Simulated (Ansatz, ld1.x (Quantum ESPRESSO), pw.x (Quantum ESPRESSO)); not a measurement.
Equation-of-state test of one TM potential (beryllium)

ld1.x (Quantum ESPRESSO) 7.5 input, shortened:

```
&input
   title='Be', zed=4., rel=1, dft='PW', iswitch=3,
   config='[He] 2s2 2p0 3d-2'
 /
 &inputp
   pseudotype=2, tm=.true., lloc=-1, rcloc=2.15,
   nlcc=.true.
 /
3
2S  1  0   2.00   0.00  2.30  2.30  0.0
2P  2  1   0.00   0.00  4.20  4.20  0.0
3D  3  2  -2.00   0.05  4.20  4.20  0.0
 &test
   configts(1)='2s2 2p0'
 /
```

Crystal test: sc Be in pw.x 7.5, no spin, 15³ k-points, Fermi–Dirac smearing 0.01 Ry, cutoffs 50/200 Ry. The reference is all-electron LAPW (Ansatz 0.2.0) with the same functional, mesh and smearing; V0 and B0 come from Birch–Murnaghan fits to the pressures at five volumes. Errors are pseudo minus all-electron; Δ is the rms difference of the E(V) curves that follow from these fits, minima aligned, over ±6 % about the mean V0. Mesh and smearing are coarse, so the numbers serve the comparison and aren't converged zero-temperature values; the lattice is a test structure that the element need not adopt.

```json
{"V (Å³/atom)": "9.228", "P all-electron (GPa)": "5.32", "P pseudo (GPa)": "-25.37"}
{"V (Å³/atom)": "9.471", "P all-electron (GPa)": "2.90", "P pseudo (GPa)": "-25.43"}
{"V (Å³/atom)": "9.714", "P all-electron (GPa)": "0.73", "P pseudo (GPa)": "-25.45"}
{"V (Å³/atom)": "9.957", "P all-electron (GPa)": "-1.22", "P pseudo (GPa)": "-25.43"}
{"V (Å³/atom)": "10.200", "P all-electron (GPa)": "-2.97", "P pseudo (GPa)": "-25.40"}
```

All-electron: a0 = 2.140 Å (V0 = 9.80 Å³/atom), B0 = 79.8 GPa.

Pseudopotential: mean pressure error (GPa): -26.37. The pressure does not cross zero within the volumes sampled, so no fit is given. The largest radius (4.20 bohr) exceeds half the bond length (2.02 bohr), so the spheres overlap, which is one possible source of error among others. This is a poor potential for the solid. The pseudo pressure rises with volume over part of the range, a mechanical instability.

**Question.** At the middle volume, how do free energy and pressure move when the wave cutoff is lowered (ecutrho kept at four times it)?

**Answer.**

| cutoff (Ry) | shift of F (meV/atom) | shift of P (GPa) |
| --- | --- | --- |
| 22 | +3.6 | -0.19 |
| 30 | +0.4 | -0.01 |
| 40 | +0.2 | -0.01 |

The run at the middle volume (120 k-points, 5 iterations) took about 1.6 s on one core of a shared host (Neoverse-V2, 96 threads, 742 GiB, load 38).
